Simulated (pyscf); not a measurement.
Elementary routes open to H₂N–SiH₂–F (SMILES N[SiH2]F) + HF (SMILES F) in the gas phase (singlet surface):
A. F–SiH₂–F (SMILES F[SiH2]F) + NH₃ (SMILES N) (F–H, N–Si broken; F–Si, H–N formed)
B. H₂N–SiH(F)–F (SMILES N[SiH](F)F) + H₂ (SMILES [H][H]) (H–Si, F–H broken; F–Si, H–H formed)

Structures and frequencies: ωB97X-D3(BJ)/def2-SVP in PySCF.

Q: Rank the routes by free-energy barrier at 600 K, lowest first, for ωB97M-D3(BJ)/def2-TZVP energies (ideal gas, 1 atm, RRHO with modes under 100 cm⁻¹ raised to 100, one conformer, R ln 2 for chiral ones without a mode under 150 cm⁻¹).

A: A (24.5 kcal/mol), B (41.0 kcal/mol)

Route A is the fastest of these, ahead of the next by 16.5 kcal/mol. The most stable products are those of B (ΔG = -33.9 kcal/mol), whose barrier is 16.5 kcal/mol higher: the kinetic and the thermodynamic product differ. At 1200 K A is still the fastest. A: On the reactant side the descent ends in a bound adduct, 8.6 kcal/mol under the separated species and 11.6 kcal/mol under the saddle at ωB97X-D3(BJ)/def2-TZVP. On the product side the descent ends in an adduct with a N–Si contact, 1.3 kcal/mol over the separated species and 20.3 kcal/mol under the saddle at ωB97X-D3(BJ)/def2-TZVP. B: On the reactant side the descent ends in a bound adduct (not fully relaxed), 8.3 kcal/mol under the separated species and 30.0 kcal/mol under the saddle at ωB97X-D3(BJ)/def2-TZVP. Only these routes are compared; each barrier is that of the saddle found, and lower ones may exist.
